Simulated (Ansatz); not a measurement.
Barrier H2 + HS via H3S, on the benchmark's geometries as Psi4's copy gives them; open shells unrestricted, no zero-point energy, no spin–orbit coupling.
Transition structure (charge 0, multiplicity 2):
```xyz
4

H      1.26210    -0.22010     0.00000
S      0.00000     0.22315     0.00000
H     -0.50058    -1.11545     0.00000
H     -0.76152    -2.23491     0.00000
```

Programs: Ansatz (a program for electronic structure). 

The barrier height (kcal/mol) and the share of exact exchange:

```
functional          exact exchange (%)  value
------------------  ------------------  -----
PBE/def2-TZVPPD                      0   9.24
PBE0/def2-TZVPPD                    25  12.24
BLYP/def2-TZVPPD                     0  14.14
B3LYP/def2-TZVPPD                   20  15.71
BHLYP/def2-TZVPPD                   50  18.73
r2SCAN/def2-TZVPPD                   0  11.33
```

Problem. Take the value as linear in the share of exact exchange along PBE and PBE0. Give the slope, say whether the sign turns, and set the other functionals against that line.

Solution. 
Slope: (12.24 − (9.24))/2.5 = 1.20 kcal/mol for each 10 %. The line keeps its sign from 0 to 100 %. At 50 % it gives 15.2 kcal/mol. The LYP pair gives (18.73 − (14.14))/5 = 0.92 for each 10 %. BHLYP, at 50 %, lies 3.5 from the PBE line. B3LYP, at 20 %, lies 4.1 from the PBE line. r2SCAN, with none, stands 2.1 from PBE.
